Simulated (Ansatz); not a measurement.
`CO/C=C/F` → 3 C• + F• + 5 H• + O•  (atomization)

Isolated molecules relaxed with PBE0-D4/def2-TZVP in Ansatz; ΔE leaves out vibrations. CCSD(T)/CBS is the MP2 limit (def2-TZVPP, def2-QZVPP) plus CCSD(T) − MP2 in def2-TZVPP, frozen cores. This one scheme is used for every species, atoms too. DFT in def2-TZVPP. Open shells (•) are unrestricted, without spin–orbit coupling. Spin–orbit coupling would lower the free atoms: a little for C, F, O. Each species was taken in one conformer, which may not be the lowest.

`CO/C=C/F`:

Cartesian coordinates in Å:
```
C 1.183 -0.015 0.791
O 0.021 0.771 0.897
C -0.935 0.539 -0.022
C -0.897 -0.347 -1.010
F -1.947 -0.448 -1.845
H 1.845 0.294 1.598
H 0.948 -1.081 0.899
H 1.680 0.146 -0.173
H -1.802 1.174 0.112
H -0.096 -1.033 -1.248
```

CCSD(T)/CBS gives +41.40 eV.

Another level gave +40.34 eV. Which?
A. CCSD(T)/def2-TZVPP
B. r2SCAN/def2-TZVPP
C. SCS-MP2/def2-TZVPP
D. HF/def2-TZVPP

A. CCSD(T)/def2-TZVPP 40.34, HF/def2-TZVPP 29.38, r2SCAN 41.59, SCS-MP2/def2-TZVPP 40.86 eV.

Largest T1 diagnostic among the species: 0.012.

In def2-TZVPP, CCSD(T) changes the Hartree–Fock value by +10.96 eV (the triples alone add +0.72 eV) and MP2 by +11.91 eV; breaking electron pairs costs correlation energy, which Hartree–Fock lacks. The D4 term adds +0.25 eV with B3LYP and +0.13 eV with PBE0; it sums over pairs of atoms, weighted by their polarisabilities, and B3LYP, whose exchange is more repulsive, gets the larger term. From PBE to PBE0 (25 % exact exchange), in def2-TZVPP and without D4, ΔE moves by −1.13 eV: exact exchange takes away binding that semilocal exchange gives to molecules.

B3LYP here is the variant with VWN-RPA as its local correlation; programs differ in this.

For atomizations the MP2-based limit and the directly extrapolated one differ by several kJ/mol either way, and by 10 to 25 for some Ge, Se and Sn compounds, so smaller differences from it don't rank the levels.
